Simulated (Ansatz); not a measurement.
`[Li][O]C` + H₂ → `[LiH]` + CH₃OH at 400 K and 1 bar (hydrogenolysis of a Li–O bond).

Program: Ansatz. Geometries: PBE0-D4/def2-TZVP. ΔE: electronic, gas phase. CCSD(T)/CBS adds triple-zeta CCSD(T) − MP2 to the extrapolated MP2 energy (def2 sets, frozen cores). This one scheme is used for every species. For Li outer-core shells are correlated without core-valence functions, which leaves a few kJ/mol of doubt a bond.

```
   species  CCSD(T)/CBS energy (Eh)  H − E (kJ/mol)  S (J/(mol·K))
`[Li][O]C`               -122.55324           127.6          269.3
        H₂                 -1.17544            38.0          139.0
   `[LiH]`                 -8.06146            20.2          179.5
     CH₃OH               -115.61712           151.2          252.6
```

H − E and S are ideal-gas, rigid-rotor, harmonic terms from PBE0-D4/def2-TZVP. The MP2-based limit puts H₂ 0.8 mEh under its directly extrapolated value; such offsets cancel only in part. 1 Eh = 2625.50 kJ/mol, R = 8.31446 J/(mol·K).

Q: By hand: ΔE, ΔH, ΔS and ΔG.

A: ΔE = (-8.06146) + (-115.61712) − (-122.55324) − (-1.17544) = 0.05010 Eh = 131.5 kJ/mol. Δ(H − E) = 20.2 + 151.2 − 127.6 − 38.0 = 5.8, so ΔH = 137.3 kJ/mol. ΔS = 179.5 + 252.6 − 269.3 − 139.0 = 23.8 J/(mol·K). ΔG = 137.3 − 400 × (23.8)/1000 = 127.8 kJ/mol.

Q: By hand: the equilibrium constant, and the temperature at which ΔG would vanish if ΔH and ΔS stayed fixed.

A: log₁₀ K = −ΔG/(RT ln 10) = -16.7. ΔG = 0 at ΔH/ΔS = 5769 K, far beyond where these terms or the molecules hold.

ΔH outweighs TΔS. A doubt of 5 kJ/mol in ΔE shifts log₁₀ K by 0.7 here. These are equilibria of isolated gas molecules and say nothing of rates. Largest T1 diagnostic: 0.013 (customary marks: 0.02 for closed shells, 0.045 for open ones).
